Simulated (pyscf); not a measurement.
Structures and frequencies: ωB97X-D3(BJ)/def2-SVP in PySCF. Correlated levels are frozen-core, on RHF or UHF. ΔMP2 is the change of the MP2 total energy from the triple- to the quadruple-zeta basis.

Question: Estimate by transition-state theory the rate constant of H₃Si–PH₂ + H atom (H•) -> PH₂• + silane (SiH₄) (doublet surface; P–Si broken, H–Si formed) at 900 K, with CCSD(T)/def2-TZVPP + ΔMP2(QZVPP) energies (ideal gas, 1 atm, RRHO with modes under 100 cm⁻¹ raised to 100, one conformer, R ln 2 for rigid chiral ones; no tunnelling).

Answer: The electronic barrier is 5.6 kcal/mol and the thermal terms add +20.5, so ΔG‡ = 26.1 kcal/mol. With k_BT/h = 1.88e+13 s⁻¹ and RT = 1.788 kcal/mol, and a volume of 1.23e-19 cm³ per molecule at 1 atm, k = 1.1e-12 cm³ molecule⁻¹ s⁻¹. Wigner's tunnelling factor for 632i cm⁻¹ would be 1.04. A shift of 1 kcal/mol in the barrier changes k by a factor 1.7. One saddle was located; it need not be the lowest between these sides. The angle at the attacked Si is 178°. The CCSD(T) − MP2 part came from Ansatz, without density fitting, on the same reference.
